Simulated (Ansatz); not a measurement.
# Telling isomers of CH4NS apart by their spectra

These gas-phase data were calculated for one isomer of CH4NS at PBE0-D3(BJ)/def2-SVP (harmonic, unscaled wavenumbers; equilibrium rotational constants with average atomic masses):

```
rotational constants            : 43.97, 5.653, 5.204 GHz
all wavenumbers above 1500 cm⁻¹ : 3685, 3564, 3214, 2501, 1599
```

Candidates:

(1) `NC[S]`, a doublet
(2) `N[CH]S`, a doublet
(3) `CN[S]`, a doublet

Task: Which candidate do the data belong to?

Result: Candidate (2). The band at 2501 cm⁻¹ lies where the S–H stretch is expected; (1), (3) have no mode between 2500 and 2800 cm⁻¹.

The same quantities for all candidates:

```
     rotational constants (GHz)   wavenumbers above 1500 cm⁻¹  E above the lowest, PBE0-D3(BJ)/def2-SVP (kcal/mol)
(1)           37.68, 5.42, 5.01  3632, 3549, 3095, 3047, 1648                                                  5.3
(2)         43.97, 5.653, 5.204  3685, 3564, 3214, 2501, 1599                                                 10.1
(3)         47.57, 5.814, 5.358        3596, 3183, 3111, 3029                                                  0.0
```

Each candidate is one conformer. Open shells are spin-unrestricted. Programs: Ansatz 0.2.0.
